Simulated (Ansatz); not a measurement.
Gas-phase electronic energies from Ansatz, PBE0-D4/def2-TZVP geometries. CCSD(T)/CBS is extrapolated from def2-TZVPP and def2-QZVPP, frozen cores. Functionals use def2-TZVPP. Anions take the def2 sets with diffuse functions and neutrals don't, so finite-basis rows favour the anion.

Reaction (deprotonation): `C#N` → `[C-]#N` + H⁺

CCSD(T)/CBS gives +1494.3 kJ/mol.

Question: Another level gave +1481.9 kJ/mol. Which?
A. B97M-V/def2-TZVPP
B. LDA (SPW92)/def2-TZVPP
C. BLYP-D4/def2-TZVPP
D. CAM-B3LYP/def2-TZVPP

Answer: D. CAM-B3LYP 1481.9, B97M-V 1495.0, BLYP-D4 1487.6, LDA (SPW92) 1464.0 kJ/mol.

Largest T1 diagnostic among the species: 0.017.

Leaving LDA and LC-ωPBE aside and taking each functional with its dispersion term where it has one, the values, not all of them listed here, spread over 26.8 kJ/mol, from ωB97M-V to revPBE-D4. LDA lies −27.5 kJ/mol from PBE without D4. From PBE to PBE0 (25 % exact exchange), in def2-TZVPP and without D4, ΔE moves by +5.0 kJ/mol.
